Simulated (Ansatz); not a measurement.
# SiH₄ (triplet): the correlation ladder at distance Si1–H2 = 2.840 Å, cc-pVDZ

Aim: climb from Hartree-Fock through coupled cluster and multireference methods for SiH₄ (triplet) at one geometry and basis, and see what each rung misses.

The runs use Ansatz 0.2.0, Gaussian basis; cc-pVDZ, core rule «outside noble gas», up to 5 orbitals frozen.

To be run: UHF; CCSD(T) on ROHF; CCSD(T) on UHF; BCCD(T) on ROHF; CISD; CCSDT(Q) on ROHF; CCSDT(Q) on UHF; CISDTQ; CCSDTQ on ROHF; CCSDTQ on UHF; CASSCF and MRCISD+Q, 4 electrons in 4 orbitals; CASSCF and NEVPT2, 4 electrons in 4 orbitals; CASSCF and MRCISD+Q, 8 electrons in 8 orbitals; CASSCF and NEVPT2, 8 electrons in 8 orbitals; Full CI.

## Step 1: What is computed

The geometry derives from a PBE0/def2-TZVP stationary point (not a proven minimum). One bond is set to the value named and the two fragments are kept rigid.

5 atoms, charge 0, spin multiplicity 3.

Atoms are counted from 1 here; the program's logs count them from 0.

Bond lengths: Si1–H3 1.529 Å, Si1–H4 1.529 Å, Si1–H5 1.529 Å. Angles: H3–Si1–H4 180.0°, H3–Si1–H5 90.0°, H4–Si1–H5 90.0°.

As a file:

```xyz
5
H4Si
Si    0.0003   -0.0292   -0.0290
H    -0.0211    1.9859    1.9721
H    -0.0162   -1.1068    1.0560
H     0.0168    1.0484   -1.1140
H     0.0118   -1.1143   -1.1066
```

## Step 2: UHF

File in.yaml:

```yaml
crystal:
  periodic: [false, false, false]
  atoms:
    - {symbol: Si, position_ang: [0.000310, -0.029186, -0.028984]}
    - {symbol: H, position_ang: [-0.021093, 1.985920, 1.972138]}
    - {symbol: H, position_ang: [-0.016187, -1.106818, 1.056003]}
    - {symbol: H, position_ang: [0.016807, 1.048446, -1.113971]}
    - {symbol: H, position_ang: [0.011835, -1.114293, -1.106560]}
basis:
  gaussian: {orbitals: cc-pVDZ}
magnetization: {spin_polarized: true, initial_magnetization: 2}
hamiltonian: {xc: hf}
output: {orbitals: {seedname: orbitals}}
```

Started as:

```sh
$ ansatz run in.yaml --threads 1 --pin off --events-out ev --progress --plain --max-ram 3956MiB --backend cpu
```

After this run come: CCSD(T) on ROHF; CCSD(T) on UHF; BCCD(T) on ROHF; CISD; CCSDT(Q) on ROHF; CCSDT(Q) on UHF; CISDTQ; CCSDTQ on ROHF; CCSDTQ on UHF; CASSCF and MRCISD+Q, 4 electrons in 4 orbitals; CASSCF and NEVPT2, 4 electrons in 4 orbitals; CASSCF and MRCISD+Q, 8 electrons in 8 orbitals; CASSCF and NEVPT2, 8 electrons in 8 orbitals; Full CI.

Q: Predict the results of all the runs planned. Wanted: FCI below the RHF energy; RMP2 from FCI; UMP2 from FCI; RCCSD from FCI; RCCSD(T) from FCI; UCCSD(T) from FCI; RCCSDT(Q) from FCI; UCCSDT(Q) from FCI; NEVPT2 pair from FCI.

The runs gave:

| quantity | value |
| --- | --- |
| FCI below the RHF energy | -3.8747 eV |
| RMP2 from FCI | +21.57 kcal/mol |
| UMP2 from FCI | +22.02 kcal/mol |
| RCCSD from FCI | +2.71 kcal/mol |
| RCCSD(T) from FCI | +0.63 kcal/mol |
| UCCSD(T) from FCI | +0.65 kcal/mol |
| RCCSDT(Q) from FCI | +0.01 kcal/mol |
| UCCSDT(Q) from FCI | 0.00 kcal/mol |
| NEVPT2 pair from FCI | +20.42 kcal/mol |
| MRCISD+Q pair from FCI | -0.13 kcal/mol |
| NEVPT2 valence from FCI | +15.25 kcal/mol |
| levels within 1 kcal/mol (43 meV) | RCCSD(T), UCCSD(T), BCCD(T), RCCSDT, UCCSDT, CISDTQ, RCCSDT(Q), UCCSDT(Q), RCCSDTQ, UCCSDTQ, MRCISD+Q pair, MRCISD+Q valence |
| T1 diagnostic | 0.023 |
| effectively unpaired electrons | 2.07 |

What this shows: RCCSD(T) misses by +0.63 kcal/mol, 0.7 % of the correlation energy. MRCISD+Q pair falls below full CI: the +Q correction isn't variational, and the cores differ from full CI's. One determinant dominates. Of the multireference levels listed MRCISD+Q pair comes nearest in total energy (-0.13 kcal/mol), which doesn't show that its space is the better one. These misses are within one basis, not against nature; the frozen cores of restricted and unrestricted runs differ, which can shift their rows.
